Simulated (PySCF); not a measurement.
Compound: C₃H₂ClNO.
Atom-mapped SMILES: `[Cl:1][c:2]1[cH:3][n:4][o:5][cH:6]1` (hydrogens: H7 on C3; H8 on C6)

Level of theory: EOM-IP-CCSD/aug-cc-pVDZ in PySCF, restricted Hartree–Fock reference, frozen core, non-relativistic, gas phase, PBE0-D3(BJ)/def2-SVP geometry.

Hartree–Fock orbital energies give these Koopmans values (eV): HOMO 10.07, HOMO-1 11.81, HOMO-2 12.74, HOMO-3 14.01, HOMO-4 14.52, HOMO-5 16.03, HOMO-6 16.90, HOMO-7 17.13.

Q: What vertical ionisation energies does EOM-IP-CCSD give?

A: 
| leading hole (HF orbital) | Koopmans (eV) | EOM-IP-CCSD (eV) | change (eV) | one-hole share |
| --- | --- | --- | --- | --- |
| HOMO | 10.07 | 9.81 | -0.26 | 0.96 |
| HOMO-1 | 11.81 | 11.18 | -0.63 | 0.95 |
| HOMO-2 | 12.74 | 11.26 | -1.48 | 0.94 |
| HOMO-3 | 14.01 | 12.46 | -1.55 | 0.95 |
| HOMO-4 | 14.52 | 13.39 | -1.13 | 0.94 |
| HOMO-5 | 16.03 | 14.13 | -1.90 | 0.95 |
| HOMO-6 | 16.90 | 15.34 | -1.56 | 0.95 |
| HOMO-7 | 17.13 | 15.87 | -1.26 | 0.95 |

Q: Does the order of the lines follow the orbital energies?

A: Yes, no two lines change places. The corrections run from -1.90 to -0.26 eV, with a mean of -1.22 eV over the 8 lines; no line lies above its Koopmans value. Koopmans values leave out both the relaxation of the orbitals and the change in correlation energy.

Q: At what kinetic energies would He I light (21.22 eV) eject these electrons?

A: 11.41 eV (HOMO), 10.04 eV (HOMO-1), 9.96 eV (HOMO-2), 8.76 eV (HOMO-3), 7.83 eV (HOMO-4), 7.09 eV (HOMO-5), 5.88 eV (HOMO-6), 5.35 eV (HOMO-7).

Q: What total energy has the lowest final state, and which wavelength reaches it?

A: E(CCSD) + ionisation energy = -704.47098 + 0.36043 = -704.11055 Eh, at the geometry of the initial state. The threshold wavelength is 1239.84 eV nm/9.81 eV = 126.4 nm.

Lines less than 0.15 eV apart could change places at a higher level. One root was sought for each valence orbital with −ε under 21 eV, eight at most, so deeper holes and satellites are missing; no vibrational structure.

On x86-64 server, one thread, shared host, this took 4.3 min.
